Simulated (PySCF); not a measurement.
C5H7F.
SMILES: `CC#C[C@@H](C)F`

Method: PBE0-D3(BJ)/def2-SVP geometry optimisation, gas phase (PySCF).

Masses are those of the commonest isotopes; rigid-rotor values at the optimised geometry. 

Problem. Give the principal moments of inertia and the rotational constants in GHz.

Solution. Ia = 60.71, Ib = 300.20, Ic = 342.36 u·Å²; 505379 MHz·u·Å²/I gives 8324, 1683 and 1476 MHz, that is A = 8.3241, B = 1.6835, C = 1.4762 GHz.

Problem. What kind of rotor is it?

Solution. A near-prolate asymmetric top: κ = (2 × 1683 − 8324 − 1476)/(8324 − 1476) = -0.94.

Problem. Is it planar, by Δ = Ic − Ia − Ib?

Solution. Not planar: Δ = Ic − Ia − Ib = -18.55 u·Å². For a rigid frame Δ = −2 Σ m c², so Σ m c² = 9.28 u·Å² lies off the ab plane: 5.58 from hydrogen and 3.70 from heavier atoms. The atom farthest from that plane is 1.47 Å away.

Problem. Give the other two planar moments, Paa and Pbb, and the rms extents of the mass along the axes.

Solution. Paa = Σ m a² = (Ib + Ic − Ia)/2 = 290.92 and Pbb = Σ m b² = (Ia + Ic − Ib)/2 = 51.44 u·Å². With the mass M = 86.05 u, the rms extents √(P/M) along a, b and c are 1.84, 0.77, 0.33 Å.

Problem. Which lines would a microwave search look for?

Solution. The dipole components are |μa| = 1.39 D, |μb| = 1.57 D, |μc| = 0.53 D. Intensities carry the squares of the components, which stand as 0.78 : 1.00 : 0.11 (a : b : c). Some lines, for components of 0.1 D or more:

```csv
type,branch,"J(Ka,Kc)",MHz,lower level (cm⁻¹)
a,Q,"2(1,1) ← 2(1,2)",622,0.531
a,R,"1(0,1) ← 0(0,0)",3160,0.000
a,R,"2(1,2) ← 1(1,1)",6112,0.327
c,Q,"2(1,2) ← 2(0,2)",6438,0.316
a,R,"2(1,1) ← 1(1,0)",6527,0.334
b,Q,"1(1,0) ← 1(0,1)",6848,0.105
b,R,"1(1,1) ← 0(0,0)",9800,0.000
c,R,"1(1,0) ← 0(0,0)",10008,0.000
b,R,"2(1,2) ← 1(0,1)",12753,0.105
c,R,"2(1,1) ← 1(0,1)",13375,0.105
c,Q,"2(2,1) ← 2(1,1)",19922,0.552
b,Q,"2(2,0) ← 2(1,1)",19927,0.552
b,Q,"2(2,1) ← 2(1,2)",20544,0.531
c,R,"2(2,0) ← 1(1,0)",26453,0.334
c,R,"2(2,1) ← 1(1,1)",26656,0.327
b,R,"2(2,0) ← 1(1,1)",26661,0.327
```

PBE0-D3(BJ)/def2-SVP frequencies: not computed here. Constants of a rigid frame at the computed geometry: no zero-point averaging, no centrifugal distortion. A rigid rotor knows nothing of internal rotation, which can split or shift real lines.

Time: 63 s of wall time; peak memory 0.50 GiB. Hardware: one thread, Arm Neoverse N1 (aarch64), shared host with 64 logical CPUs at a one-minute load of 61. That covers the optimisation of the geometry.
